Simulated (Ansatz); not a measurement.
# C2H6OS (SMILES COCS): one structure at several levels

The task here is to estimate one member of a computed series from the others.

Program: Ansatz 0.2.0, Gaussian basis. Level of theory: single points in def2-TZVPP. These are calculated values, not measurements.

Correlated methods freeze the cores. B3LYP uses VWN-RPA correlation.

### The system as given

SMILES `COCS`, 10 atoms, charge 0, spin multiplicity 1.

Atoms are counted from 1 here; the program's logs count them from 0.

Bond lengths: C1–O2 1.411 Å, C1–H5 1.093 Å, C1–H6 1.114 Å, C1–H7 1.100 Å, O2–C3 1.378 Å, C3–S4 1.813 Å, C3–H8 1.120 Å, C3–H9 1.100 Å, S4–H10 1.334 Å. Angles: O2–C1–H5 105.7°, O2–C1–H6 110.5°, O2–C1–H7 110.6°, H5–C1–H6 112.8°, H5–C1–H7 108.9°, H6–C1–H7 108.2°, C1–O2–C3 113.2°, O2–C3–S4 108.9°, O2–C3–H8 112.5°, O2–C3–H9 113.0°, S4–C3–H8 108.2°, S4–C3–H9 106.5°, H8–C3–H9 107.5°, C3–S4–H10 94.5°.

Coordinates:

| atom | x (Å) | y (Å) | z (Å) |
| --- | --- | --- | --- |
| C1 | -1.04510 | 0.92370 | 0.43470 |
| O2 | -0.17310 | 0.34590 | -0.51290 |
| C3 | 0.74720 | -0.51290 | 0.04850 |
| S4 | 1.87470 | -1.09450 | -1.24690 |
| H5 | -1.75150 | 1.52670 | -0.14160 |
| H6 | -0.47180 | 1.52280 | 1.17910 |
| H7 | -1.60110 | 0.14310 | 0.97540 |
| H8 | 0.26640 | -1.40710 | 0.52130 |
| H9 | 1.37370 | -0.03060 | 0.81370 |
| H10 | 0.89850 | -1.46310 | -2.07860 |

The first run:

File run/in.yaml:

```yaml
crystal:
  periodic: [false, false, false]
  atoms:
    - {symbol: C, position_ang: [-1.045100, 0.923700, 0.434700]}
    - {symbol: O, position_ang: [-0.173100, 0.345900, -0.512900]}
    - {symbol: C, position_ang: [0.747200, -0.512900, 0.048500]}
    - {symbol: S, position_ang: [1.874700, -1.094500, -1.246900]}
    - {symbol: H, position_ang: [-1.751500, 1.526700, -0.141600]}
    - {symbol: H, position_ang: [-0.471800, 1.522800, 1.179100]}
    - {symbol: H, position_ang: [-1.601100, 0.143100, 0.975400]}
    - {symbol: H, position_ang: [0.266400, -1.407100, 0.521300]}
    - {symbol: H, position_ang: [1.373700, -0.030600, 0.813700]}
    - {symbol: H, position_ang: [0.898500, -1.463100, -2.078600]}
basis:
  gaussian: {orbitals: def2-TZVPP}
correlation: {method: ccsd_t}
```

The run is started by

```bash
$ ansatz run in.yaml --threads 8 --pin off --events-out ev --progress --plain --max-ram 10444MiB
```

Among the steps run: CCSD(T)/def2-TZVPP; PBE0-D4/def2-TZVPP; wB97M-V/def2-TZVPP; r2SCAN-D4/def2-TZVPP; PBE-D4/def2-TZVPP; B3LYP-D4/def2-TZVPP; SPW92/def2-TZVPP.

One of the session's tables, all rows but one given; the rest of the session is left out.

```
   method  RMS force component (eV/Å)  dipole (D)
  PBE0-D4                       0.291        2.24
  wB97M-V                       0.336        2.19
r2SCAN-D4                           ?           ?
   PBE-D4                       0.332        2.13
 B3LYP-D4                       0.325        2.20
    SPW92                       0.311        2.19
```

Q: Estimate the row for r2SCAN-D4 from the others.

The run gave: RMS force component (eV/Å): 0.317; dipole (D): 2.23. In the column «RMS force component (eV/Å)» it lies between SPW92 (0.311) and B3LYP-D4 (0.325).
